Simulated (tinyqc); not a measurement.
CCSD on RHF in the sto-3g basis, frozen core, for H2F+, spin multiplicity 1, step by step. One step of it, computed by the program tinyqc.

Question. CCSD: starting amplitudes. t_ij^ab = <ij||ab> / (e_i + e_j - e_a - e_b), whose energy is MP2.

orbital energies (hartree): MO1 -26.545715, MO2 -1.946556, MO3 -1.051057, MO4 -0.985186, MO5 -0.972221, MO6 -0.114506, MO7 0.006514

Two-electron integrals over orbitals (pq|rs), unique and non-zero (hartree); the lowest 1 orbital is frozen and left out:
```
(22|22) 0.861965    (32|32) 0.150236    (33|22) 0.740980    (33|33) 0.704466
(42|22) -0.012900   (42|33) -0.008625   (42|42) 0.161597    (43|32) 0.008564
(43|43) 0.049261    (44|22) 0.806297    (44|33) 0.687258    (44|42) -0.079238
(44|44) 0.844190    (52|52) 0.185133    (53|53) 0.037101    (54|52) -0.029657
(54|54) 0.050434    (55|22) 0.886116    (55|33) 0.730349    (55|42) -0.051883
(55|44) 0.814517    (55|55) 0.997514    (62|22) -0.128203   (62|33) -0.079430
(62|42) -0.050794   (62|44) -0.084414   (62|55) -0.130856   (62|62) 0.066919
(63|32) 0.021599    (63|43) 0.020067    (63|63) 0.069784    (64|22) -0.168802
(64|33) -0.098830   (64|42) 0.016471    (64|44) -0.169324   (64|55) -0.174294
(64|62) 0.057218    (64|64) 0.093372    (65|52) -0.044843   (65|54) -0.012380
(65|65) 0.022111    (66|22) 0.537287    (66|33) 0.524461    (66|42) 0.060297
(66|44) 0.516798    (66|55) 0.518011    (66|62) -0.045333   (66|64) -0.023938
(66|66) 0.523159    (72|32) 0.073426    (72|43) -0.018989   (72|63) -0.022030
(72|72) 0.057386    (73|22) 0.227149    (73|33) 0.169959    (73|42) -0.053954
(73|44) 0.198789    (73|55) 0.242925    (73|62) -0.061394   (73|64) -0.102450
(73|66) 0.013455    (73|73) 0.167595    (74|32) -0.049530   (74|43) 0.002257
(74|63) -0.047962   (74|72) -0.009994   (74|74) 0.049921    (75|53) 0.025600
(75|75) 0.019349    (76|32) -0.081007   (76|43) -0.055449   (76|63) -0.088113
(76|72) 0.003527    (76|74) 0.064894    (76|76) 0.164421    (77|22) 0.581075
(77|33) 0.580604    (77|42) 0.008037    (77|44) 0.558188    (77|55) 0.569609
(77|62) -0.037027   (77|64) -0.030587   (77|66) 0.516065    (77|73) 0.062475
(77|77) 0.547540
```

Give: Starting amplitudes; correlation energy.

Answer.

Starting amplitudes (spin orbitals 1a, 1b, ...; amplitudes related by a flip of all spins are not repeated):
```
from      to        t
3a 3b  7a 7b  -0.0792
4a 4b  6a 6b  -0.0536
3a 4b  6b 7a  -0.0531
3a 3b  6a 6b  -0.0373
3a 4a  6a 7a  -0.0283
4a 4b  7a 7b  -0.0252
3a 4b  6a 7b   0.0249
2a 3b  6a 7b   0.0212
2a 4b  6a 6b  -0.0212
2a 2b  6a 6b  -0.0183
2a 2b  7a 7b  -0.0147
2a 3a  6a 7a   0.0136
5a 5b  6a 6b  -0.0129
5a 5b  7a 7b  -0.0099
2a 3b  6b 7a  -0.0076
2a 4b  7a 7b   0.0034
```

correlation energy = -0.047544 hartree
